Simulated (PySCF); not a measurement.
C4H5F.
SMILES: `CC1=C(F)C1`

The closed-shell ground state was solved at several levels (PySCF, density fitting, gas phase, non-relativistic). Geometry: PBE0-D3(BJ)/def2-SVP; no solvent, vibrations or thermal averaging.

```csv
level,basis functions,total energy (Eh),HOMO (eV),LUMO (eV),gap (eV),dipole (D)
wB97X-D/pcSseg-2,250,-255.1915,-8.66,2.21,10.87,1.73
CAM-B3LYP/def2-SVPD,143,-254.8822,-8.24,1.11,9.35,1.82
B3LYP/pcSseg-2,250,-255.2814,-6.65,0.19,6.84,1.72
LDA/pcSseg-2,250,-253.2030,-5.78,-0.46,5.32,1.72
BP86/pcSseg-2,250,-255.2776,-5.74,-0.29,5.45,1.62
PBE0/IGLO-III,225,-254.9943,-6.83,0.63,7.46,1.73
PBE0/cc-pVDZ,95,-254.9044,-6.67,1.13,7.80,1.52
B97-D/pcSseg-2,250,-255.1093,-5.64,-0.12,5.52,1.62
HF/pcSseg-2,250,-253.8002,-9.49,2.52,12.01,1.89
```

(1) What might PBE0/6-31G* (80 basis functions) give for the same quantities?

(2) Over all these levels, which gives the widest orbital gap and which the narrowest?

(3) How much does the basis alone move the frontier levels among the 3 PBE0 rows (the withheld one included)?

(4) In the pcSseg-2 basis, how does the gap go with the fixed share of exact exchange?

(5) How far do the dipole and the HOMO energy spread over the levels?

Answers

(1) Total energy -254.8854 Eh, HOMO -6.58 eV, LUMO 1.30 eV, gap 7.88 eV, dipole 1.47 D.

(2) HF/pcSseg-2 (Hartree–Fock, all exact exchange) has the widest, 12.01 eV, and LDA/pcSseg-2 (LDA) the narrowest, 5.32 eV. The two share the basis. From the narrowest to the widest the HOMO moves by -3.71 eV and the LUMO by +2.98 eV.

(3) The HOMO by 0.25 eV and the LUMO by 0.67 eV. By rising basis size (HOMO, LUMO in eV): 6-31G* -6.58, 1.30; cc-pVDZ -6.67, 1.13; IGLO-III -6.83, 0.63.

(4) LDA (0 %) 5.32 eV; BP86 (0 %) 5.45 eV; B97-D (0 %) 5.52 eV; B3LYP (20 %) 6.84 eV; HF (100 %) 12.01 eV. Each rise in the share widens the gap here.

(5) The dipole runs from 1.47 to 1.89 D (mean 1.68 D) and the HOMO from -9.49 to -5.64 eV.

The pairwise dispersion term of B97-D and wB97X-D wasn't added to the energies; at a given geometry it leaves orbitals and properties as they are.
